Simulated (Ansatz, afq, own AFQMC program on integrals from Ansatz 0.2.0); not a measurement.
**AFQMC, coupled cluster and functionals along a coordinate of CH₄ + CH₃, doublet**

```yaml
atoms:
  - { symbol: C, position_ang: [-1.2139, 0.0000, 0.0000] }
  - { symbol: H, position_ang: [-1.5771, 1.0273, 0.0000] }
  - { symbol: H, position_ang: [-1.5771, -0.5137, 0.8897] }
  - { symbol: H, position_ang: [-1.5771, -0.5137, -0.8897] }
  - { symbol: H, position_ang: [-0.0319, 0.0000, 0.0000] }
  - { symbol: C, position_ang: [1.2891, 0.0000, 0.0000] }
  - { symbol: H, position_ang: [1.2891, -1.0800, 0.0000] }
  - { symbol: H, position_ang: [1.2891, 0.5400, 0.9353] }
  - { symbol: H, position_ang: [1.2891, 0.5400, -0.9353] }
```

A hydrogen atom is moved from one rigid fragment to the other; the C1–H5 distance tells how far. The two fragments are held close together, so this isn't a minimum-energy path and the start is a compressed complex. Energies in mEh count from this geometry (1.182 Å) at the same level; the start stands on UHF, each point on the determinant named.

Basis cc-pVDZ. Noble-gas cores (and the filled d shells of Ga–Kr and In–Xe) are frozen. Ansatz 0.2.0 and our own AFQMC program on the same integrals; the CISD trial comes from CCSD amplitudes, and released means the phaseless constraint is let go. Error bars are statistical, one sigma.

| r(C1–H5) / Å | det. | T1 | weight | ⟨S²⟩ | CCSD(T) | ph-AFQMC/CISD | released AFQMC | CCSDT(Q) | B2PLYP | r2SCAN |
| --- | --- | --- | --- | --- | --- | --- | --- | --- | --- | --- |
| 1.228 | UHF | 0.011 | 0.87 | 0.78 | 3.7 | 3.7 ± 0.2 | 3.5 ± 0.2 | 3.6 | 3.4 | 3.0 |
| 1.274 | UHF | 0.011 | 0.87 | 0.78 | 7.7 | 7.3 ± 0.2 | 7.4 ± 0.3 | 7.6 | 7.2 | 6.6 |
| 1.321 | UHF | 0.011 | 0.87 | 0.78 | 12.0 | 11.8 ± 0.2 | – | 11.9 | 11.3 | 10.6 |
| 1.413 | UHF | 0.011 | 0.87 | 0.78 | 21.7 | 21.4 ± 0.2 | 21.4 ± 0.2 | 21.7 | 20.9 | 20.5 |

Weight is that of the determinant in the CISD state; at the start T1 is 0.011 and the weight 0.87, and ⟨S²⟩ is 0.78. A dash marks a missing value, a released energy that hasn't settled or a functional that sits on another state. Largest departures from CCSDT(Q), at the points where its series has closed: CCSD(T) 0.1 mEh at 1.321 (on UHF), ph-AFQMC/CISD -0.4 mEh at 1.274 (on UHF) (within the noise), released AFQMC -0.2 mEh at 1.413 (on UHF) (within the noise), B2PLYP -0.8 mEh at 1.413, r2SCAN -1.3 mEh at 1.321. Functionals count only at points shown to share the start's state and spin. In this small basis the wave-function levels are far from their limit, so their gap to the functionals isn't the functionals' error.

Some points may be missing: those where a free walk finds a much lower state, and past Zn most of those on another determinant than at the start.

CCSDT and higher add their correlation energy to the determinant of the CCSD(T) run, since their own runs factorise the integrals more tightly (a shift of under 2 meV). A walk keeps the symmetry of its determinant, which the program's search chose and which needn't be the lowest solution, so a lower state of the same spin and another symmetry isn't excluded. Released energies are given only where the last usable release times agree within the noise; a slower fall can still hide under it.
